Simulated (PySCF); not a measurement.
Vertical excitations of a molecule C₄H₈ from TDDFT-PBE0/def2-SVPD run with PySCF, as energy in eV (oscillator strength): 6.61 (0.001), 7.21 (0.428), 7.69 (0.037), 7.72 (0.000), 8.20 (0.000), 8.44 (0.000), 8.45 (0.023), 8.90 (0.002), 9.02 (0.006), 9.06 (0.000). Lowest triplet (TDA): 4.25 eV. Geometry optimised at B3LYP-D3(BJ)/def2-SVP. Other conformers were not sampled.

**Question.** Pick the molecule that these values belong to.
A. C/C=C\C
B. C=C(C)C
C. CC1CC1
D. C1CCC1

**Answer.** B, C=C(C)C
